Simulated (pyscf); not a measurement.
H₂N–GeH₃ + H₂B–OH -> H₂B–NH–GeH₃ + H₂O, a four-centre exchange (singlet surface; H–N, B–O broken, B–N, H–O formed). PySCF, gas phase, ωB97X-D3(BJ)/def2-SVP geometries. Energies in kcal/mol from the separated reactants.

Small-basis levels: PySCF, no dispersion term, spherical d functions. AM1 to PM7: differences of heats of formation from MOPAC, which are fitted to 298 K values and so differ in kind from electronic energies by zero-point and thermal terms. Cost: rough CPU time at the saddle relative to B3LYP/6-31G*+LANL2DZ, from one job on a shared machine.

| level | barrier | reaction energy | cost |
|---|---|---|---|
| HF/STO-3G | 1.5 | +2.7 | 0.07 |
| HF/3-21G | 7.5 | +2.2 | 0.10 |
| B3LYP/STO-3G | -19.5 | +7.7 | 0.8 |
| B3LYP/3-21G | -5.3 | +7.2 | 0.9 |
| B3LYP/def2-SVP | … | +4.1 | 1 |
| PM3 | 9.5 | +0.4 | under 0.02 |
| PM6 | … | +6.3 | under 0.02 |
| ωB97M-D3(BJ)/def2-TZVP | … | -0.1 | – |

Question: What belongs in the gaps?

Answer: 
- B3LYP/def2-SVP, barrier: 10.4
- PM6, barrier: 11.6
- ωB97M-D3(BJ)/def2-TZVP, barrier: 10.9

Against the last row the barrier runs from -30.4 (B3LYP/STO-3G) to +0.7 kcal/mol (PM6). At HF/STO-3G, B3LYP/STO-3G, B3LYP/3-21G this geometry lies under one side, so the entry may be no barrier of that level: it is a single point on another level's saddle. ωB97M-D3(BJ)/def2-TZVP has limits of its own. On the reactant side the descent ends in an adduct with a B–N contact, 14.1 kcal/mol under the separated species and 24.4 kcal/mol under the saddle at ωB97X-D3(BJ)/def2-TZVP. What is counted as formed (B–N) is already present as a longer contact in the reactant adduct; forming that adduct is a step of its own. The products may also form a dative adduct at H₂B–NH–GeH₃; it and routes through it were not searched. This is the saddle that the search found; another between the same sides may lie lower. In the def2 sets elements up to Kr have no core potential.
